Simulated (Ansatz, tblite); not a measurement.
Adding an electron: P4⁺. Charge 1, multiplicity 2. Geometry: PBE-D4/def2-TZVP. Ansatz, gas phase; energy differences of separate SCF runs; the reduced species is a singlet (the triplet lies 2.71 eV higher at PBE0-D4/def2-TZVP).

```tsv
atom	x (Å)	y (Å)	z (Å)
P1	1.227	0.148	0.616
P2	0.054	0.877	-1.064
P3	-0.371	-1.199	-0.576
P4	-0.910	0.173	1.024
```

The xTB rows come from tblite. The structure comes from a short search, and lower isomers may exist.

(1) Estimate orbital energies and vertical electron affinities at: GFN1-xTB; GFN2-xTB; PBE-D4/def2-TZVP; r2SCAN-D4/def2-TZVP; PBE0-D4/def2-TZVP.

Results:

(1) 
| level | −HOMO (eV) | −LUMO (eV) | vertical EA (eV) | HOMO–LUMO gap (eV) |
| --- | --- | --- | --- | --- |
| GFN1-xTB | – | – | 14.10 | – |
| GFN2-xTB | – | – | 12.83 | – |
| PBE-D4/def2-TZVP | 11.97 | 11.22 | 8.43 | 0.76 |
| r2SCAN-D4/def2-TZVP | 12.32 | 11.10 | 8.49 | 1.22 |
| PBE0-D4/def2-TZVP | 12.99 | 10.40 | 8.49 | 2.59 |

  HOMO and LUMO are the levels of the spin that leaves or enters (xTB has no such levels and no spin-polarisation term). Other spin states of the ions may lie lower, which would lower the ionisation energy or raise the affinity. Raw xTB energy differences between charge states are shifted by several eV; the methods need an empirical correction for them.
